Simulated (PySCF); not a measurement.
# The bond of F2, level by level

One job finds the state of F2, follows it along the bond with each method and fits the curves.

Computed with PySCF 2.14.0. Level: F 3-21G, no relativity.

### 1 The job

The job is set up so:

```
atoms                         : F, F
charge                        : 0
basis                         : F 3-21G
Hamiltonian                   : no relativity
basis functions               : 18
electrons treated             : 18
masses in u                   : 18.9984, 18.9984
levels                        : PBE0, PBE, r²SCAN, BLYP, B2PLYP, MN15, HF, MP2, SCS-MP2, CCSD, CCSD(T)
grid                          : 80 radial by 434 angular points
occupations                   : held fixed by the projection of orbital angular momentum
dissociation limit            : F + F, each in its ground configuration
starting distance in angstrom : 1.230
values of 2S to try           : 0, 2
```

On the command line:

```bash
$ OMP_NUM_THREADS=1 python dia.py task.json out
```

Further steps of the session: PBE0 along the bond; Excited determinants; PBE (GGA); r²SCAN; BLYP (GGA); B2PLYP; MN15; RHF (mean field); Adding correlation.

What does the calculation give? Wanted: for each run, Re; ωe; De.

As calculated:

Lowest PBE0 solution found, without spin–orbit coupling: ¹Σg⁺ (singlet), closed shell. State 2 has its PBE0 minimum 1.63 eV higher. The other levels ran on the lowest alone.

| level | Re (Å) | ωe (cm⁻¹) | De (eV) |
| --- | --- | --- | --- |
| RHF | 1.402 | 1296 | -1.25 |
| RHF-MP2 | 1.463 | 1067 | 1.40 |
| RHF-SCS-MP2 | 1.472 | 1027 | 1.44 |
| RHF-CCSD | 1.483 | 974 | 1.36 |
| RHF-CCSD(T) | 1.497 | 910 | 1.53 |
| PBE | 1.466 | 1067 | 2.79 |
| BLYP | 1.476 | 1043 | 2.69 |
| r²SCAN | 1.456 | 1103 | 2.13 |
| PBE0 | 1.439 | 1149 | 1.89 |
| MN15 | 1.435 | 1146 | 2.09 |
| B2PLYP | 1.456 | 1091 | 1.70 |

De is counted to F + F in their ground configurations.

Differences from CCSD(T) in the same basis:

| level | Re (mÅ) | ωe (%) |
| --- | --- | --- |
| RHF | -95 | +42.4 |
| RHF-MP2 | -34 | +17.2 |
| RHF-SCS-MP2 | -25 | +12.8 |
| RHF-CCSD | -14 | +7.0 |
| PBE | -31 | +17.2 |
| BLYP | -21 | +14.6 |
| r²SCAN | -41 | +21.2 |
| PBE0 | -58 | +26.2 |
| MN15 | -62 | +25.9 |
| B2PLYP | -42 | +19.9 |

In words: Against CCSD(T) in the same basis, the bond length is nearest at RHF-CCSD (-14 mÅ) and farthest at RHF (-95 mÅ); the wavenumber is nearest at RHF-CCSD (+7.0 %) and farthest at RHF (+42.4 %). Hartree–Fock falls on the short and stiff side, its usual fault. CCSD(T) in a basis this small is itself some way from its limit, more so than the functionals. Among the levels with a De in the table, it runs from -1.25 eV (RHF) to 2.79 eV (PBE).

Correlated steps freeze 2 core orbitals. B2PLYP dipoles, levels and charges come from its SCF part alone. The basis is very small, so these numbers show the basis as much as the molecule. A negative De means that the minimum lies above the separated atoms at that level.
